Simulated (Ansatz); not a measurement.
One change: `[SiH3][AlH][PH2]` becomes `[BH2][AlH][SiH3]`.

Ansatz, PBE0-D4/def2-TZVP geometries, multiplicity 1. Each molecule was computed in one conformer, which needn't be the lowest.

```csv
property,`[SiH3][AlH][PH2]`
HOMO–LUMO gap (ωB97M-V/def2-TZVPP) / eV,8.74
HOMO energy (PBE0/def2-TZVPP) / eV,-7.14
HOMO energy (B3LYP/def2-TZVPP) / eV,-6.92
LUMO energy (B3LYP/def2-TZVPP) / eV,-2.17
zero-point energy (PBE0-D4/def2-TZVP) / kJ/mol,126.4
HOMO energy (ωB97M-V/def2-TZVPP) / eV,-9.10
```

Question: Give the same properties after the change, and the shifts. (Best estimate.)

Answer: The calculation gave: 
```csv
property,`[BH2][AlH][SiH3]`,shift
HOMO–LUMO gap (ωB97M-V/def2-TZVPP) / eV,8.67,-0.07
HOMO energy (PBE0/def2-TZVPP) / eV,-7.19,-0.05
HOMO energy (B3LYP/def2-TZVPP) / eV,-7.00,-0.08
LUMO energy (B3LYP/def2-TZVPP) / eV,-2.59,-0.42
zero-point energy (PBE0-D4/def2-TZVP) / kJ/mol,131.1,4.7
HOMO energy (ωB97M-V/def2-TZVPP) / eV,-9.17,-0.07
```

With PBE0 the HOMO falls by 0.05 eV and the LUMO falls by 0.39 eV, so the gap narrows by about 0.34 eV. PBE moves the HOMO by -0.02 eV and ωB97M-V by -0.07 eV.

B3LYP here is the variant with VWN-RPA as its local correlation; programs differ in this.
